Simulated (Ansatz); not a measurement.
**C2H5F: functionals against CCSD(T) at one geometry**

One table from this session's results is given with a row withheld; the runs are named, their logs left out.

Method: single points in def2-TZVPP; program: Ansatz 0.2.0, Gaussian basis.

Cores are frozen in the correlated methods.

## The starting structure

SMILES `CCF`, 8 atoms, charge 0, spin multiplicity 1.

Atoms are counted from 1 here; the program's logs count them from 0.

Bond lengths: C1–C2 1.595 Å, C1–H4 1.182 Å, C1–H5 1.121 Å, C1–H6 1.182 Å, C2–F3 1.433 Å, C2–H7 1.115 Å, C2–H8 1.146 Å. Angles: C2–C1–H4 111.4°, C2–C1–H5 108.1°, C2–C1–H6 112.2°, H4–C1–H5 109.4°, H4–C1–H6 106.9°, H5–C1–H6 108.8°, C1–C2–F3 111.0°, C1–C2–H7 112.2°, C1–C2–H8 110.4°, F3–C2–H7 107.0°, F3–C2–H8 106.7°, H7–C2–H8 109.3°.

As a file:

```mol
C2H5F
  3D, bonds by distance, orders not assigned

  8  7  0  0  0  0  0  0  0  0999 V2000
   -0.4717    0.5888   -0.2777 C   0  0
    0.3929   -0.6497    0.2334 C   0  0
    1.7328   -0.2463    0.5445 F   0  0
   -1.5792    0.2652   -0.5359 H   0  0
    0.0191    1.0013   -1.1974 H   0  0
   -0.5447    1.4470    0.5318 H   0  0
    0.4649   -1.4579   -0.5317 H   0  0
   -0.0543   -1.0796    1.1969 H   0  0
  1  2  8  0
  1  4  8  0
  1  5  8  0
  1  6  8  0
  2  3  8  0
  2  7  8  0
  2  8  8  0
M  END
```

Set-up of the first run:

Contents of run/in.yaml:

```yaml
crystal:
  periodic: [false, false, false]
  atoms:
    - {symbol: C, position_ang: [-0.471700, 0.588800, -0.277700]}
    - {symbol: C, position_ang: [0.392900, -0.649700, 0.233400]}
    - {symbol: F, position_ang: [1.732800, -0.246300, 0.544500]}
    - {symbol: H, position_ang: [-1.579200, 0.265200, -0.535900]}
    - {symbol: H, position_ang: [0.019100, 1.001300, -1.197400]}
    - {symbol: H, position_ang: [-0.544700, 1.447000, 0.531800]}
    - {symbol: H, position_ang: [0.464900, -1.457900, -0.531700]}
    - {symbol: H, position_ang: [-0.054300, -1.079600, 1.196900]}
basis:
  gaussian: {orbitals: def2-TZVPP}
correlation: {method: ccsd_t}
output: {forces: true}
```

No record of the launch command was kept for these runs.

Among the steps run: CCSD(T)/def2-TZVPP; PBE0-D4/def2-TZVPP; wB97M-V/def2-TZVPP; r2SCAN-D4/def2-TZVPP; PBE-D4/def2-TZVPP; r2SCAN0-D4/def2-TZVPP; BLYP-D4/def2-TZVPP.

One of the session's tables, all rows but one given; the rest of the session is left out.

```
    method  RMS force component (eV/Å)  angle to CCSD(T) forces (°)  dipole (D)
   CCSD(T)                       0.920                    reference        1.98
   PBE0-D4                       0.945                          5.3        1.99
   wB97M-V                       0.946                          2.2        2.00
 r2SCAN-D4                       0.905                          3.9        1.94
    PBE-D4                       0.799                          8.9        1.86
r2SCAN0-D4                           ?                            ?           ?
   BLYP-D4                       0.792                         13.1        1.89
```

Estimate the missing values for r2SCAN0-D4.

**Answer.** RMS force component (eV/Å): 1.015; angle to CCSD(T) forces (°): 4.6; dipole (D): 2.04. In the column «RMS force component (eV/Å)» it is the highest.
